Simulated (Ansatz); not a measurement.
```yaml
crystal:
  periodic: [false, false, false]
  atoms:
    - {symbol: Si, position_ang: [-2.157600, -0.116667, 0.000000]}
    - {symbol: Al, position_ang: [0.000000, 0.233333, 0.000000]}
    - {symbol: Si, position_ang: [2.157600, -0.116667, 0.000000]}
basis:
  gaussian: {orbitals: def2-TZVP}
magnetization: {spin_polarized: true, initial_magnetization: 3}
hamiltonian: {xc: pbe0}
relax: {f_tol: 0.004, max_steps: 80}
```

```sh
$ ansatz run in.yaml --threads 1 --pin off --events-out ev --progress --plain --max-ram 2176MiB
```

Steps of the relaxation (energy above the last step; positions in Å, forces in eV/Å):

```
3
step 1, 555.3 meV
Si   -2.158   -0.117    0.000   -2.280   -0.326    0.000
Al    0.000    0.233    0.000    0.070    0.640    0.000
Si    2.158   -0.117    0.000    2.211   -0.314    0.000
```

```
3
step 2, 128.2 meV
Si   -2.286   -0.114    0.000   -1.069   -0.122    0.000
Al    0.001    0.228    0.000   -0.031    0.248    0.000
Si    2.285   -0.114    0.000    1.101   -0.126    0.000
```

```
3
step 3, 12.5 meV
Si   -2.374   -0.108    0.000   -0.206    0.001    0.000
Al    0.001    0.216    0.000   -0.016    0.001    0.000
Si    2.374   -0.108    0.000    0.222   -0.002    0.000
```

```
3
step 7, 0.0 meV
Si   -2.419   -0.020    0.000    0.000    0.000    0.000
Al    0.000    0.040    0.000    0.000    0.000    0.000
Si    2.419   -0.020    0.000    0.000    0.000    0.000
```

Close pairs at the end: Si1–Al2 2.420 Å, Al2–Si3 2.420 Å.

A stationary point of unrestricted PBE0 after 7 steps, with ⟨S²⟩ = 3.849 against 3.75 for a pure state; no frequencies were run, so it isn't proven a minimum. 2 min on 1 thread of AMD EPYC 9R45, shared host.
